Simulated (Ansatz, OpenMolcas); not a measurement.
# BHCl2 (SMILES [H]B(Cl)Cl): methods side by side

BHCl2 has 4 atoms, charge 0, and is taken as a singlet. As SMILES, `[H]B(Cl)Cl`. The coordinates come from a GFN2-xTB relaxation.

```jsonl
{"atom": "B", "x (Å)": "-0.0673", "y (Å)": "-0.1124", "z (Å)": "0.0012"}
{"atom": "Cl", "x (Å)": "1.6334", "y (Å)": "-0.1458", "z (Å)": "0.0126"}
{"atom": "Cl", "x (Å)": "-0.8935", "y (Å)": "1.3753", "z (Å)": "-0.0175"}
{"atom": "H", "x (Å)": "-0.6726", "y (Å)": "-1.1172", "z (Å)": "0.0037"}
```

Each level gives the energy change with the B1–Cl2 bond stretched from 1.701 to 2.126 Å (eV). The values are calculated.

```tsv
level	kind	program	value (eV)	less FCI/STO-3G
SVWN5/STO-3G (restricted)	LDA	OpenMolcas	1.10	+0.19
revPBE/STO-3G (restricted)	GGA	Ansatz	0.85	-0.06
r2SCAN0/STO-3G (restricted)	hybrid meta-GGA	Ansatz	1.11	+0.20
HSE06/STO-3G (restricted)	range-separated hybrid	Ansatz	1.07	+0.16
B2PLYP/STO-3G (restricted)	double hybrid	Ansatz	0.98	+0.07
RPA@PBE/STO-3G (restricted)	RPA	Ansatz	0.81	-0.10
BCCD(T)/STO-3G (restricted)	coupled cluster or CI	Ansatz	0.92	+0.01
CCSDT/STO-3G (restricted)	coupled cluster or CI	Ansatz	0.91	0.00
FCI/STO-3G	exact in the basis	OpenMolcas	0.91	0.00
```

FCI/STO-3G is exact within its basis and frozen core, so for wave-function methods in that basis the difference is their error; functionals converge differently with the basis, so for them it is only a difference. The first shape isn't each level's own minimum. The values span 0.81 to 1.11 eV. All rows use very small basis sets, so even the best lies far from the true value.
